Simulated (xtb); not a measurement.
xtb input (GFN1-xTB):

```bash
xtb mol.xyz --gfn 1 --opt tight --chrg 0 --uhf 0
```
mol.xyz:
```
5

C     -0.00000000     0.00000000    -0.00000000
H      0.62054657     0.62688914     0.63896175
H     -0.64285838    -0.62489528     0.61852983
H      0.63693263    -0.63278043    -0.61664082
H     -0.61462083     0.63078657    -0.64085076
```

Output:

```
           -------------------------------------------------
          |                Calculation Setup                |
           -------------------------------------------------

           -------------------------------------------------
          |                 G F N 1 - x T B                 |
           -------------------------------------------------

        Reference                      10.1021/acs.jctc.7b00118
      * Hamiltonian:
        H0-scaling (s, p, d)           1.850000    2.250000    2.000000
        zeta-weighting                 0.000000
      * Dispersion:
        s8                             2.400000
        a1                             0.630000
        a2                             5.000000
        s9                             0.000000
      * Repulsion:
        kExp                           1.500000
        rExp                           1.000000
      * Coulomb:
        alpha                          2.000000
        third order                    atomic
        anisotropic                    false
      * Halogen bond correction:
        rad-scale                      1.300000
        damping                        0.440000

          ...................................................
          :                      SETUP                      :
          :.................................................:
          :  # basis functions                  12          :
          :  # atomic orbitals                  12          :
          :  # shells                           10          :
          :  # electrons                         8          :
          :  # halogen bonds                     0          :
          :  max. iterations                   250          :
          :  Hamiltonian                  GFN1-xTB          :
          :  restarted?                      false          :
          :  GBSA solvation                  false          :
          :  PC potential                    false          :
          :  electronic temp.          300.0000000     K    :
          :  accuracy                    1.0000000          :
          :  -> integral cutoff          0.2500000E+02      :
          :  -> integral neglect         0.1000000E-07      :
          :  -> SCF convergence          0.1000000E-05 Eh   :
          :  -> wf. convergence          0.2000000E-04 e    :
          :  Broyden damping             0.4000000          :
          :  net charge                          0          :
          :  unpaired electrons                  0          :
          ...................................................

 iter      E             dE          RMSdq      gap      omega  full diag
   1     -4.3383294 -0.433833E+01  0.679E+00    9.81       0.0  T
   2     -4.3399876 -0.165824E-02  0.411E+00    9.90       1.0  T
   3     -4.3402967 -0.309113E-03  0.480E-01   10.04       1.0  T
   4     -4.3404125 -0.115779E-03  0.348E-01    9.95       1.0  T
   5     -4.3404974 -0.849082E-04  0.138E-02    9.98       3.2  T
   6     -4.3404976 -0.147051E-06  0.398E-04    9.98     112.2  T
   7     -4.3404976 -0.124582E-09  0.287E-06    9.98   15567.7  T
[...]
 SCC setup                      ...        0 min,  0.000 sec (  3.240%)
 Dispersion                     ...        0 min,  0.000 sec (  1.013%)
 classical contributions        ...        0 min,  0.000 sec (  0.370%)
 integral evaluation            ...        0 min,  0.000 sec ( 31.836%)
 iterations                     ...        0 min,  0.000 sec ( 10.265%)
 molecular gradient             ...        0 min,  0.001 sec ( 49.420%)
 printout                       ...        0 min,  0.000 sec (  3.480%)

         :::::::::::::::::::::::::::::::::::::::::::::::::::::
         ::                     SUMMARY                     ::
         :::::::::::::::::::::::::::::::::::::::::::::::::::::
         :: total energy              -4.274270848411 Eh    ::
         :: gradient norm              0.000325597284 Eh/a0 ::
         :: HOMO-LUMO gap              9.984123086477 eV    ::
         ::.................................................::
         :: SCC energy                -4.342281047092 Eh    ::
         :: -> electrostatic           0.000092211540 Eh    ::
         :: repulsion energy           0.068464939502 Eh    ::
         :: dispersion energy         -0.000454740821 Eh    ::
         :: halogen bond corr.         0.000000000000 Eh    ::
         :: add. restraining           0.000000000000 Eh    ::
         :: total charge               0.000000000000 e     ::
         :::::::::::::::::::::::::::::::::::::::::::::::::::::

           -------------------------------------------------
          |                Property Printout                |
           -------------------------------------------------

    * Orbital Energies and Occupations

         #    Occupation            Energy/Eh            Energy/eV
      -------------------------------------------------------------
         1        2.0000           -0.6270172             -17.0620
         2        2.0000           -0.5128599             -13.9556
         3        2.0000           -0.5128599             -13.9556
         4        2.0000           -0.5128599             -13.9556 (HOMO)
         5                         -0.1459501              -3.9715 (LUMO)
         6                         -0.0591216              -1.6088
         7                         -0.0591216              -1.6088
         8                         -0.0591216              -1.6088
         9                          0.2749813               7.4826
        10                          0.2749813               7.4826
        11                          0.2749813               7.4826
        12                          0.5267722              14.3342
      -------------------------------------------------------------
                  HL-Gap            0.3669098 Eh            9.9841 eV
             Fermi-level           -0.3294050 Eh           -8.9636 eV

  Mulliken/CM5 charges         n(s)   n(p)   n(d)
     1C    -0.13220 -0.32529   0.985  3.147  0.000
     2H     0.03305  0.08132   0.967  0.000  0.000
     3H     0.03305  0.08132   0.967  0.000  0.000
     4H     0.03305  0.08132   0.967  0.000  0.000
     5H     0.03305  0.08132   0.967  0.000  0.000

Wiberg/Mayer (AO) data.
largest (>0.10) Wiberg bond orders for each atom

 ---------------------------------------------------------------------------
     #   Z sym  total        # sym  WBO       # sym  WBO       # sym  WBO
 ---------------------------------------------------------------------------
     1   6 C    3.993 --     3 H    0.998     5 H    0.998     2 H    0.998
                             4 H    0.998
     2   1 H    1.001 --     1 C    0.998
     3   1 H    1.001 --     1 C    0.998
     4   1 H    1.001 --     1 C    0.998
     5   1 H    1.001 --     1 C    0.998
 ---------------------------------------------------------------------------

Topologies differ in total number of bonds
Writing topology from bond orders to xtbtopo.mol

 dipole moment from electron density (au)
     X       Y       Z
   0.0000   0.0000   0.0000  total (Debye):    0.000

           -------------------------------------------------
          |                Geometry Summary                 |
           -------------------------------------------------

      molecular mass/u    :       16.0424989
   center of mass at/Å    :       -0.0000000      -0.0000000      -0.0000000
  moments of inertia/u·Å² :        0.3169084E+01   0.3169084E+01   0.3169084E+01
rotational constants/cm⁻¹ :        0.5319403E+01   0.5319403E+01   0.5319403E+01

 * 4 selected distances

     #   Z          #   Z                                           value/Å
Note: The following floating-point exceptions are signalling: IEEE_DENORMAL
normal termination of xtb
     1   6 C        2   1 H                                       1.0858379
     1   6 C        3   1 H                                       1.0858379 (min)
     1   6 C        4   1 H                                       1.0858379 (max)
     1   6 C        5   1 H                                       1.0858379

 * 1 distinct bonds (by element types)

   Z      Z             #   av. dist./Å        max./Å        min./Å
   1 H    6 C           4     1.0858379     1.0858379     1.0858379

optimized geometry written to: xtbopt.xyz

           -------------------------------------------------
          | TOTAL ENERGY               -4.274270848411 Eh   |
          | GRADIENT NORM               0.000325597284 Eh/α |
          | HOMO-LUMO GAP               9.984123086477 eV   |
           -------------------------------------------------

------------------------------------------------------------------------
------------------------------------------------------------------------
 total:
 SCF:
 ANC optimizer:
```
